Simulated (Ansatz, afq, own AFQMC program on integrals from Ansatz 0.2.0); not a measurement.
**Se2⁺, quartet in cc-pVDZ, levels against AFQMC with the constraint released**

```json
{"atom": "Se", "x (Å)": "0.0000", "y (Å)": "0.0000", "z (Å)": "0.0000"}
{"atom": "Se", "x (Å)": "0.0000", "y (Å)": "0.0000", "z (Å)": "1.8330"}
```

Basis cc-pVDZ. Noble-gas cores (and the filled d shells of Ga–Kr and In–Xe) are frozen. Integrals, coupled cluster, full CI and functionals: Ansatz 0.2.0; the random walks run on the same integrals in our own AFQMC program. The CISD trial takes its coefficients from CCSD amplitudes. Released means that phaseless walkers are propagated on without the constraint, phases kept. Free AFQMC starts from the CCSD state and is never constrained. Its projection time is finite, and what remains of the start isn't in its error. ± is one standard error of the sampling. No spin–orbit coupling.

Determinant: UHF, the one that the program's search chose, which needn't be the lowest solution. The geometry is a point of a scan.

No full CI on the walks' own integrals is used here. The released AFQMC energy serves as the reference, which it does only where one determinant dominates, the energy is flat over the last release times and near the phaseless one (40 meV or 2 meV an electron, half that with transition metals). On small molecules, where full CI could be run and the noise was under 10 meV, such values lay within 10 meV of it in 19 cases of 20, a flattering rate, since the rule was set on those same cases; what remains of the bias isn't in the error bar.

Cautions: no relativity below Rb; no spin-orbit coupling; inner d shell frozen; lower spins were not checked; the released value is read at 2.40 1/Eh (meV from the phaseless value at times in 1/Eh: -4 ± 6 at 0.24, -8 ± 8 at 0.51, -17 ± 9 at 0.99, -21 ± 8 at 1.62, -18 ± 10 at 2.40).

The T1 diagnostic is 0.0110 and the weight of the determinant in the CISD state is 0.905. The ⟨S²⟩ of the determinant is 3.777 and the size of the correlated space is 11 electrons in 26 orbitals.

```json
{"level": "MP2", "correlation energy (eV)": "-4.2442"}
{"level": "CCSD", "correlation energy (eV)": "-4.9496"}
{"level": "CCSD(T)", "correlation energy (eV)": "-5.0661"}
```

**Question.** Estimate where AFQMC with the constraint released lies against CCSD(T) on the same integrals.

**Answer.** 1.9 ± 0.9 kJ/mol below CCSD(T).

Reference: AFQMC with the constraint released, correlation energy -5.086 ± 0.010 eV.

```
        level  E − E(reference) (kJ/mol)  share of correlation (%)
      CCSD(T)                  1.9 ± 0.9                     99.61
ph-AFQMC/CISD                  1.7 ± 1.1                     99.65
   free AFQMC                 -0.2 ± 1.3                    100.04
```

Free projections are given only where their last times agree within the noise and don't stop above the reference; a slow remainder of the start can still hide under it. A walk keeps the symmetry of its determinant, which the program's search chose and which needn't be the lowest solution, so a lower state of the same spin and another symmetry isn't excluded. Released energies are given only where the last usable release times agree within the noise; a slower fall can still hide under it.
